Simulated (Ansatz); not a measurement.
Forms of GeH2O and their order

Ansatz 0.2.0, basis cc-pVDZ; geometries are PBE0/def2-TZVP minima. Wave-function levels freeze the cores with the filled d shells of p-block atoms; HF, MP2 and coupled cluster are restricted for singlets and unrestricted otherwise, Kohn–Sham unrestricted where that lies lower. The reference is CCSDT(Q) (coupled cluster only where its series has nearly closed). Semilocal and hybrid functionals correlate all electrons outside any core potential and usually lie nearer their basis limit than the reference, so part of their error here is the reference's basis and frozen-core error; RPA and the MP2 part of double hybrids freeze the same cores as the reference. None of these values is a measured one. Energies are electronic, without zero-point terms. No spin–orbit coupling and no scalar relativity. The set is small: such energies can lie up to about 0.3 eV from the limit, spin gaps mostly less, so near ties and functionals' places can change in larger sets. The species are chosen: bound, without strong static correlation by their natural occupations or amplitudes, and with a ladder that closes on the reference, so errors are smaller than for species at large; levels whose determinant breaks symmetry or spin markedly are left out.

A. singlet; O–Ge 1.791, Ge–H 1.599, O–H 0.961, angles at O 111°, angles at Ge 92°. Coordinates (Å): Ge 0.000 -0.045 0.336; O 0.000 0.152 -1.444; H 0.000 1.536 0.577; H 0.000 -0.699 -1.892
B. singlet; O–Ge 1.632, Ge–H 1.542, angles at Ge 113/123°. Coordinates (Å): Ge 0.000 0.000 0.269; O 0.000 0.000 -1.363; H 0.000 1.287 1.118; H 0.000 -1.287 1.118

Problem. From bonding and spin, estimate the order of these in energy at CCSDT(Q), each at its own geometry.

Solution. At CCSDT(Q), above the lowest of those listed: A (0.0 kJ/mol), B (106.2 kJ/mol).

| level | B less A (kJ/mol) |
| --- | --- |
| CCSDT(Q) | 106.2 |
| HF | 153.5 |
| MP2 | 91.2 |
| CCSD | 119.1 |
| CCSD(T) | 108.4 |
| CCSDT | 108.1 |
| PBE | 107.7 |
| r2SCAN | 108.4 |
| PBE0 | 120.1 |
| RPA-PBE | 104.2 |

Every level shown puts the same form lowest.

The geometries are PBE0's, not this basis's own minima.
